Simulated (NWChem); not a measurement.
Molecule: SiH$_{4}$; SMILES [SiH4]

All runs: NWChem. Geometry: optimised at PBE0/def2-SVP. Level: PBE0/def2-SVP with SMD, gas-phase geometry; reactions with the solvents are ignored.

```csv
SMD term (kcal/mol),water,n-hexane
distortion of the solute's density,0.00,0.00
polarisation,-0.10,-0.05
"cavity, dispersion and structure",2.17,-0.32
```

Sum the solvation free energies, find the transfer free energy from water to n-hexane and the partition coefficient at 298.15 K.


1. ΔG(solv, water) = 2.07 kcal/mol and ΔG(solv, n-hexane) = -0.37 kcal/mol (1 M gas to 1 M solution).
2. Transfer: -0.37 − (2.07) = -2.44 kcal/mol.
3. log₁₀ K(n-hexane/water) = −ΔG/(RT ln 10) = 2.44/1.364 = 1.8, so the model puts more of the solute in n-hexane.
4. Of the transfer energy, 0.05 kcal/mol is electrostatic and -2.49 comes from the non-electrostatic term. The two phases are taken as the pure solvents.
